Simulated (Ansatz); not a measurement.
A run of Ansatz (development build ahead of 0.2.0) on doublet CH₃ at this shape:

```csv
atom,x (Å),y (Å),z (Å)
C,-0.0331,-0.0197,0.0319
H,1.0791,0.0023,-0.0487
H,-0.5446,0.9942,0.0021
H,-0.5378,-0.9206,0.0434
```

Its results:

```json
{
  "Converged": "yes",
  "Reference energy": "-39.57238 hartree",
  "Correlation energy": "-0.15026 hartree",
  "Total energy": "-39.72265 hartree",
  "Spin squared of the determinant": "0.763"
}
```

Problem. Which input gives this output? Name the method, the orbitals and the basis set, and write the input.

Solution. UHF-MP2 in def2-TZVP.

```yaml
crystal:
  periodic: [false, false, false]
  atoms:
    - { symbol: C, position_ang: [-0.0331, -0.01971, 0.03187] }
    - { symbol: H, position_ang: [1.07907, 0.00229, -0.04866] }
    - { symbol: H, position_ang: [-0.54456, 0.99422, 0.00205] }
    - { symbol: H, position_ang: [-0.5378, -0.92063, 0.04344] }
basis:
  gaussian: { orbitals: def2-TZVP }
magnetization:
  spin_polarized: true
  initial_magnetization: 1
hamiltonian:
  xc: hf
correlation:
  method: mp2
  frozen_orbitals: { C: 1, H: 0 }
```
